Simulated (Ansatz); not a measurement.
One change: `FCSCS` becomes `FCSS`.

Ansatz, PBE0-D4/def2-TZVP geometries, multiplicity 1. Each molecule was computed in one conformer, which needn't be the lowest.

| property | `FCSCS` |
| --- | --- |
| size of the dipole moment (PBE/def2-TZVPP) / D | 1.24 |
| zero-point energy (PBE0-D4/def2-TZVP) / kJ/mol | 181.8 |
| HOMO energy (ωB97M-V/def2-TZVPP) / eV | -9.20 |
| HOMO–LUMO gap (PBE0/def2-TZVPP) / eV | 6.90 |
| size of the dipole moment (ωB97M-V/def2-TZVPP) / D | 1.34 |
| HOMO energy (PBE0/def2-TZVPP) / eV | -7.01 |

(1) What does the change do to each property? (Estimate.)

Answers

(1) Computed: 
```json
{"property": "size of the dipole moment (PBE/def2-TZVPP) / D", "`FCSS`": "0.71", "shift": "-0.53"}
{"property": "zero-point energy (PBE0-D4/def2-TZVP) / kJ/mol", "`FCSS`": "108.6", "shift": "-73.2"}
{"property": "HOMO energy (ωB97M-V/def2-TZVPP) / eV", "`FCSS`": "-9.68", "shift": "-0.48"}
{"property": "HOMO–LUMO gap (PBE0/def2-TZVPP) / eV", "`FCSS`": "6.65", "shift": "-0.25"}
{"property": "size of the dipole moment (ωB97M-V/def2-TZVPP) / D", "`FCSS`": "0.77", "shift": "-0.57"}
{"property": "HOMO energy (PBE0/def2-TZVPP) / eV", "`FCSS`": "-7.51", "shift": "-0.50"}
```

With PBE0 the HOMO falls by 0.50 eV and the LUMO falls by 0.74 eV, so the gap narrows by about 0.24 eV. PBE moves the HOMO by -0.49 eV and ωB97M-V by -0.48 eV. The zero-point energy changes by -73.2 kJ/mol with -9 modes. Dipoles are sizes alone; their direction can turn.
